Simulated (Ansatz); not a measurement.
NaH2 (the lowest doublet isomer of a short search). The state is a doublet with charge 0. Geometry r2SCAN-D4/def2-TZVP, basis def2-TZVP, Ansatz.

```tsv
atom	x (Å)	y (Å)	z (Å)
Na1	0.764	-2.575	-1.050
H2	-0.478	1.616	0.673
H3	-0.286	0.959	0.378
```

```tsv
run	HOMO (eV)	LUMO (eV)
A	-3.24	-1.36
B	-4.03	-1.18
C	-3.02	-1.88
D	-3.32	-1.67
E	-4.79	0.66
F	-3.60	-1.10
```

HSE06 is defined as in plane-wave codes, on full-range PBE exchange. In the doublet geometry the species has come apart into loosely held pieces. In the doublet, H2 and H3 lie 0.75 Å apart (atoms count from 1), so H2 has formed as a molecule. The structure comes from a short search, and lower isomers may exist.

HOMO and LUMO are taken over both spins.

Question: The runs used BHLYP, HSE06, PBE0, r2SCANh, revPBE, ωB97M-V. Estimate which is which.

Answer: A HSE06 (range-separated); B BHLYP (50 % exact exchange); C revPBE (0 % exact exchange); D r2SCANh (10 % exact exchange); E ωB97M-V (range-separated); F PBE0 (25 % exact exchange). Exact exchange lowers occupied and raises empty levels; among semilocal functionals meta-GGAs tend to open the gap a little, and such runs are hard to tell apart. The gap grows from 1.15 eV (revPBE) to 5.45 eV (ωB97M-V).
